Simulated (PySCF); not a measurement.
Species: NH3.
Structure used (GFN2-xTB), in Å, numbered top down from 1:
```
atom  x, y, z in Å
N1     0.0056    0.0027    0.2693
H2     0.9245   -0.1961   -0.1068
H3    -0.6303   -0.7005   -0.0865
H4    -0.2895    0.8987   -0.0989
```

The calculation used B3LYP/IGLO-III in PySCF (dipole) on a GFN2-xTB geometry, gas phase.

Take the most abundant isotopes and a rigid rotor. 

Give the principal moments of inertia and the rotational constants in MHz.

Ia = 1.68, Ib = 1.68, Ic = 2.69 u·Å²; 505379 MHz·u·Å²/I gives A = 300662, B = 300485, C = 187609 MHz.

What kind of rotor is it?

An oblate symmetric top, as the point group C3v requires two equal moments; the computed ones differ by 0.06 % because the geometry is symmetric only within the optimiser's tolerance: κ = (2 × 300485 − 300662 − 187609)/(300662 − 187609) = 1.00.

Is it planar, by Δ = Ic − Ia − Ib?

Not planar: Δ = Ic − Ia − Ib = -0.67 u·Å². For a rigid frame Δ = −2 Σ m c², so Σ m c² = 0.33 u·Å² lies off the ab plane: 0.28 from hydrogen and 0.06 from heavier atoms. The atom farthest from that plane is 0.30 Å away.

Where do the R-branch lines fall?

The dipole of 1.54 D lies along the symmetry axis, so ΔK = 0 and J+1 ← J falls at 2B(J+1) for every K: 601.15 GHz, 1202.29 GHz, 1803.44 GHz, 2404.59 GHz, 3005.73 GHz for J = 0 to 4. Inversion tunnelling, which a rigid rotor lacks, splits the real lines of ammonia.

Estimate the classical rotational partition function at 298.15 K and 500 K.

Point group C3v, symmetry number σ = 3; q = (√π/σ)·√((kT/h)³/(ABC)), k/h = 20836.6 MHz/K: 70.3 at 298.15 K, 153 at 500 K.

GFN2-xTB frequencies: not computed here. Zero-point vibration and centrifugal distortion are left out.

The run took under 1 s of CPU time (one thread, shared machine). This is the B3LYP/IGLO-III job that gave the dipole, with the shieldings it also computed.
